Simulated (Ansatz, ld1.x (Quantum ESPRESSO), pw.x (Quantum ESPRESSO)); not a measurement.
# strontium (Sr): does the TM potential hold in the solid?

| Quantity | Value |
| --- | --- |
| Element | strontium (Sr) |
| Generator | ld1.x (Quantum ESPRESSO) 7.5 |
| Type | norm-conserving Troullier–Martins (Kleinman–Bylander form) |
| Functional | PBE |
| Relativity | scalar-relativistic |
| Frozen core | [Kr] |
| Valence charge | 2 |
| Reference configuration | 4d0 5s2 5p0 |
| Partial waves | 5p (bound, empty): rc 4.20 bohr; 4d (bound, empty): rc 2.05 bohr; 5s (bound): rc 2.75 bohr |
| Local potential | the s channel |
| Core correction | Bessel-smoothed model core, default radius (core density twice the valence density) |

Atomic tests: cutoffs needed: 8 Ry and 18 Ry (the cutoffs (Ry, on a coarse ladder) from which the occupation-weighted sum of valence levels, in a spherical-Bessel basis at the reference potential, stays within 10 and 1 mRy of its value at 400 Ry) The cutoffs count occupied waves only; the empty 4d level needs 18 Ry at the loose tolerance.; ghost test: no extra level below or beside the all-electron valence levels (p, d, s, f tested) (spherical-Bessel basis up to 400 Ry, 20 bohr box); largest excitation error: -50 meV (all-electron minus pseudo) for 4d1 5s0 5p0, out of 7 test configurations.

Crystal test: fcc Sr in pw.x 7.5, no spin, 10³ k-points, Fermi–Dirac smearing 0.01 Ry, cutoffs 50/200 Ry. The reference is all-electron LAPW (Ansatz 0.2.0) with the same functional, mesh and smearing; V0 and B0 come from Birch–Murnaghan fits to the pressures at five volumes. Errors are pseudo minus all-electron; Δ is the rms difference of the E(V) curves that follow from these fits, minima aligned, over ±6 % about the mean V0. Mesh and smearing are coarse, so the numbers serve the comparison and aren't converged zero-temperature values; the lattice is a test structure that the element need not adopt.

```csv
V (Å³/atom),P all-electron (GPa),P pseudo (GPa)
52.388,0.67,0.67
53.766,0.32,0.30
55.145,0.01,-0.02
56.524,-0.28,-0.31
57.902,-0.53,-0.57
```

All-electron: a0 = 6.043 Å (V0 = 55.17 Å³/atom), B0 = 11.8 GPa.

Pseudopotential: mean pressure error (GPa): -0.03; a0 (Å): 6.039; a0 error (%): -0.08; B0 error (%): +4.6; Δ (meV/atom): 0.3. The largest radius (4.20 bohr) exceeds half the bond length (4.04 bohr), so the spheres overlap, which is one possible source of error among others. The logarithmic derivative shows an extra or strongly shifted pseudo pole above the reference energy (s near 1.37 Ry).

Q: At the middle volume, how do free energy and pressure move when the wave cutoff is lowered (ecutrho kept at four times it)?

A:

```tsv
cutoff (Ry)	shift of F (meV/atom)	shift of P (GPa)
22	+8.2	-0.07
30	+1.4	-0.02
40	+0.5	+0.00
```

Input at the middle volume:

```
&control
  calculation='scf', prefix='x', pseudo_dir='./', outdir='./tmp', tstress=.true., disk_io='none'
/
&system
  ibrav=0, nat=1, ntyp=1, ecutwfc=50, ecutrho=200, nbnd=8,
  occupations='smearing', smearing='fd', degauss=0.01
/
&electrons
  conv_thr=1e-09, mixing_beta=0.4, electron_maxstep=70
/
ATOMIC_SPECIES
Sr 1.0 Sr.UPF
CELL_PARAMETERS angstrom
  0.00000000 3.02105558 3.02105558
  3.02105558 0.00000000 3.02105558
  3.02105558 3.02105558 0.00000000
ATOMIC_POSITIONS crystal
Sr 0.0000 0.0000 0.0000
K_POINTS automatic
10 10 10 0 0 0
```

```bash
pw.x < Sr.scf.in > Sr.scf.out
```

Lines of the output:

```
Message from routine setup:
     using ibrav=0 with symmetry is DISCOURAGED, use correct ibrav instead
     lattice parameter (alat)  =       8.0737  a.u.
     unit-cell volume          =     372.1369 (a.u.)^3
     number of electrons       =         2.00
     number of Kohn-Sham states=            8
     kinetic-energy cutoff     =      50.0000  Ry
     charge density cutoff     =     200.0000  Ry
     scf convergence threshold =      1.0E-09
     Exchange-correlation= PBE
     number of k points=    47  Fermi-Dirac smearing, width (Ry)=  0.0100
     iteration #  1     ecut=    50.00 Ry     beta= 0.40
     total energy              =      -6.83219833 Ry
     estimated scf accuracy    <       0.00107867 Ry
     iteration #  2     ecut=    50.00 Ry     beta= 0.40
     total energy              =      -6.83236750 Ry
     estimated scf accuracy    <       0.00040089 Ry
     iteration #  3     ecut=    50.00 Ry     beta= 0.40
     total energy              =      -6.83237770 Ry
     estimated scf accuracy    <       0.00000085 Ry
     iteration #  4     ecut=    50.00 Ry     beta= 0.40
     total energy              =      -6.83237870 Ry
     estimated scf accuracy    <       0.00000021 Ry
     iteration #  5     ecut=    50.00 Ry     beta= 0.40
     total energy              =      -6.83237874 Ry
     estimated scf accuracy    <       0.00000005 Ry
     iteration #  6     ecut=    50.00 Ry     beta= 0.40
     total energy              =      -6.83237874 Ry
     estimated scf accuracy    <          6.5E-09 Ry
     iteration #  7     ecut=    50.00 Ry     beta= 0.40
     the Fermi energy is     1.8181 ev
!    total energy              =      -6.83237874 Ry
     estimated scf accuracy    <          7.7E-10 Ry
     smearing contrib. (-TS)   =      -0.00576121 Ry
     The total energy is F=E-TS. E is the sum of the following terms:
     one-electron contribution =       1.08868331 Ry
     hartree contribution      =       0.00331118 Ry
     xc contribution           =      -6.31241545 Ry
     ewald contribution        =      -1.60619657 Ry
     convergence has been achieved in   7 iterations
          total   stress  (Ry/bohr**3)                   (kbar)     P=       -0.22
     Message from routine punch:
     Nothing written, as per user request (disk_io='none')
```

The run at the middle volume (47 k-points, 7 iterations) took about 11 s on one core of a shared host (Neoverse-V1, 32 threads, 247 GiB, load 38).
